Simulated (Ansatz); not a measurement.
Reaction (SMILES): [NH2] (NH2) → 2 H atom + N atom
B3LYP-D3(BJ)/def2-TZVP geometries, fixed; electronic energies without zero-point terms.

The atomisation energy at MP2 with Ansatz (a program for electronic structure), in kcal/mol, split into its Hartree-Fock and correlation parts. Cores are frozen. Open shells are unrestricted. No added dispersion term, no relativity. Functions are those of the species that has most.

```tsv
basis	X	functions	Hartree-Fock	MP2
cc-pVDZ	2	24	111.27	157.02
cc-pVTZ	3	58	116.40	172.10
cc-pVQZ	4	115	117.25	176.65
cc-pV5Z	5	201	117.56	178.38
```

Worked estimate of the basis-set limit from each neighbouring pair, with Hartree-Fock from the larger set and the correlation part extrapolated as X^-3.
Correlation parts: X = 2: 45.75, X = 3: 55.70, X = 4: 59.40, X = 5: 60.82.
- (2,3): (27·(55.70) - 8·(45.75))/19 = 59.89; with Hartree-Fock 116.40 the estimate is 176.29 kcal/mol.
- (3,4): (64·(59.40) - 27·(55.70))/37 = 62.10; with Hartree-Fock 117.25 the estimate is 179.35 kcal/mol.
- (4,5): (125·(60.82) - 64·(59.40))/61 = 62.31; with Hartree-Fock 117.56 the estimate is 179.87 kcal/mol.
The last two estimates differ by 0.52 kcal/mol; the largest set lies 1.49 from the last. Over the last step Hartree-Fock moves by 0.31 and the correlation part by 1.42.
